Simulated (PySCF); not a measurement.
Spin–spin coupling constants

Cartesian coordinates in Å; atom numbers follow the order of the lines, from 1:
```xyz
12

C     0.149    2.723   -0.060
N     0.127    1.572    0.164
C     0.103    0.170    0.410
C     1.196   -0.519   -0.397
C    -1.285   -0.387    0.119
H     0.320    0.040    1.485
H     1.209   -1.595   -0.167
H     2.184   -0.099   -0.161
H     1.014   -0.395   -1.475
H    -1.318   -1.458    0.367
H    -1.532   -0.267   -0.947
H    -2.051    0.132    0.712
```

Indirect spin–spin couplings were computed at B3LYP/pcJ-1 (spin–dipole term only in couplings to heteroatoms) (PySCF) on a PBE0-D3(BJ)/def2-SVP structure, for the isolated molecule, without vibrational or relativistic corrections. Couplings are averaged over pairs made equivalent by symmetry, fast rotation or ring inversion, so a value needn't be that of the named pair in this geometry, while other rotamers aren't included; one pair stands for each set, and the list holds those of at least 1.5 Hz over up to four bonds.

Isotopes: 13C, 1H, 15N.

| pair | bonds | J (Hz) |
| --- | --- | --- |
| C1, N2 | 1 | -8.1 |
| N2, C3 | 1 | -12.4 |
| C3, C4 | 1 | ? |
| C3, H6 | 1 | ? |
| C4, H7 | 1 | 135.8 |
| C1, C3 | 2 | -9.2 |
| N2, H6 | 2 | ? |
| C3, H7 | 2 | -3.5 |
| C4, H6 | 2 | -3.3 |
| H7, H8 | 2 | -13.9 |
| C1, H6 | 3 | ? |
| N2, H7 | 3 | -3.1 |
| C4, H10 | 3 | 5.2 |
| H6, H7 | 3 | 7.3 |

Estimate the withheld couplings, with signs.

Results:


- 1J(C3,C4) = 38.2 Hz (bond length 1.524 Å)
- 1J(C3,H6) = 145.2 Hz (bond length 1.104 Å, sp3 carbon)
- 2J(N2,H6) = 2.0 Hz (angle at C3 106°)
- 3J(C1,H6) = 2.6 Hz
